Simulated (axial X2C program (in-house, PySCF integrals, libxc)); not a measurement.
# Nuclear properties of AlOH⁺

Calculated with an in-house all-electron X2C program for linear molecules (integrals from PySCF): two-component X2C with atomic mean-field Coulomb and Gaunt terms, Gaussian nuclei, basis Al dyall-v3z, O dyall-av3z, H dyall-v3z with contracted cores.

Al–O–H held linear, with bonds 1.601 and 0.956 Å (near the PBE0 minimum at charge 1 of the determinant lowest at the starting distance; the state shown can have its own minimum elsewhere, held linear; other orders of the atoms were not compared).

Input and command:
```json
{"zs": [13, 8, 1], "q": 1, "bas": ["dyall-v3z", "dyall-av3z", "dyall-v3z"], "r0": [1.89, 0.96], "symm": 0, "scan": ["PBE0", "HF", "B3LYP"], "levels": ["PBE0", "HF", "r2SCAN"], "nst": 2}
```
```bash
python solin.py task.json out
```

Keys: zs atomic numbers; q charge; bas basis sets; r0 starting distance in Å; symm equal bonds; scan levels of the two-bond scan; levels methods; nst determinants followed.

Determinant lowest in the PBE0 search, Ω = 1/2 (⟨Sz⟩ = 0.50, ⟨Lz⟩ = 0.00 at PBE0), spin on the atoms Al 0.48, O 0.01, H 0.01:

```
 level  Eeff magnitude (GV/cm)  Ws magnitude Al (kHz)  A∥/gI Al (MHz)  qzz Al (a.u.)  A∥/gI O (MHz)  qzz O (a.u.)  A∥/gI H (MHz)  qzz H (a.u.)
  PBE0                   0.206                  0.149            1890          -1.11            173          1.34           8.55          0.48
    HF                   0.209                  0.152            1850          -1.30            135          1.34           6.32          0.47
r2SCAN                    0.21                  0.152            1960          -1.10            177          1.33           8.11          0.48
```

Eeff is the effective electric field on the electron electric dipole moment in this Ω state and Ws the scalar–pseudoscalar constant of the nucleus named (defined with the proton number Z and per Ω); A∥ (defined per Ω) follows by multiplying with gI = μI/(I μN); qzz is the electric field gradient, eQq0 = 234.96 MHz × Q/barn × qzz. The operators were transformed with the bare-nucleus X2C matrices; with these basis sets, hyperfine constants and field gradients can be off by tens of per cent, and where levels differ in sign neither size nor sign is settled.

Task: With gI(27Al) = 1.4566, Q(27Al) = 0.1466 barn, gI(17O) = -0.7575, Q(17O) = -0.02558 barn, gI(1H) = 5.5857 (g factors from the IAEA table of nuclear moments by Stone; Q from Pyykkö, Mol. Phys. 2018), turn the PBE0 values of the first state into constants in MHz.

Result: A∥(27Al) = 1890 × 1.4566 = 2750 MHz; eQq0(27Al) = 234.96 × (0.1466) × (-1.11) = -38.2 MHz; A∥(17O) = 173 × -0.7575 = -131 MHz; eQq0(17O) = 234.96 × (-0.02558) × (1.34) = -8.05 MHz; A∥(1H) = 8.55 × 5.5857 = 47.8 MHz.

The molecule was held linear; bending was not examined, so a bent shape may lie lower.

Each state is one determinant with collinear spin. Unrestricted Hartree–Fock can overshoot spin polarisation at the nuclei. The search compared states at one distance, so a state with another bond length can lie lower.
